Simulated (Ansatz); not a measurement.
Results of the Gaussian-basis code of Ansatz.

A structure relaxed at PBE0-D4/def2-TZVP, charge 0, multiplicity 1:

Cartesian coordinates in Å:
```
C 0.343 -1.792 0.435
Si 0.000 0.000 0.000
C 1.570 1.005 0.209
C -1.331 0.675 1.136
C -0.582 0.111 -1.780
H 1.117 -2.214 -0.212
H -0.556 -2.405 0.322
H 0.683 -1.889 1.469
H 1.400 2.058 -0.035
H 2.365 0.636 -0.444
H 1.935 0.957 1.238
H -1.553 1.721 0.906
H -1.020 0.624 2.183
H -2.260 0.108 1.037
H -1.497 -0.466 -1.933
H -0.790 1.147 -2.063
H 0.175 -0.276 -2.468
```

(1) Give its formula and SMILES.

(2) Point group (tolerance 0.08 Å, 0.16 Å for H)?

(3) Summarise the bond lengths by kind.

Results:

(1) C4H12Si, `C[Si](C)(C)C` (tetramethylsilane).

(2) Td.

(3) 4 × C–Si 1.876 Å; 12 × C–H 1.093 Å.
